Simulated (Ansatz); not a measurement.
Ideal-gas functions of C$_{2}$H$_{4}$O$_{3}$, SMILES `COC(=O)O` at 800 K and 1 bar, from an Ansatz frequency run at PBE0-D4/def2-TZVP.

Molar mass 76.05 g/mol, point group Cs (symmetry number 1), electronic degeneracy 1, moments of inertia 44.828, 112.933, 154.579 u Å². Harmonic wavenumbers (cm⁻¹, unscaled): 123, 179, 298, 534, 558, 677, 817, 935, 1132, 1182, 1223, 1229, 1419, 1481, 1489, 1496, 1849, 3071, 3150, 3183, 3840.

Use S(trans) = R[1.5 ln M + 2.5 ln T − 1.1517]; rotational temperatures θ = 24.2544 K / I; S(rot) = R[ln(√π/σ · √(T³/θAθBθC)) + 1.5]; for each mode x = 1.438777 ν̃/T, S = R[x/(eˣ − 1) − ln(1 − e⁻ˣ)] and H = RT x/(eˣ − 1); 1 cm⁻¹ = 0.0119627 kJ/mol; R = 8.31446 J/(mol·K).

Task: By hand: the entropy, in J/(mol·K).

Result: Translation 183.4. Rotation: θ = 0.5411, 0.2148, 0.1569 K, giving 117.2. Vibration, mode by mode: 20.87, 17.77, 13.60, 8.96, 8.63, 7.17, 5.82, 4.91, 3.71, 3.45, 3.26, 3.23, 2.47, 2.26, 2.23, 2.21, 1.34, 0.22, 0.19, 0.18, 0.07, in all 112.6. Electronic 0.0. Sum 413.2 J/(mol·K).

Task: By hand: H − E and G − E in kJ/mol, counted from the electronic energy.

Result: Zero-point energy ½ × 29865 × 0.0119627 = 178.6; thermal vibration 47.6; translation, rotation and pV give 4 RT = 26.6. H − E = 252.8 kJ/mol, and G − E = 252.8 − 800 × 413.2/1000 = -77.8 kJ/mol.

Vibration gives 27 % of the entropy, 20.9 J/(mol·K) of it from the mode under 150 cm⁻¹: soft modes count most, and the harmonic formula is weakest for them. The sum counts one conformer and one mirror image; others add a mixing term.
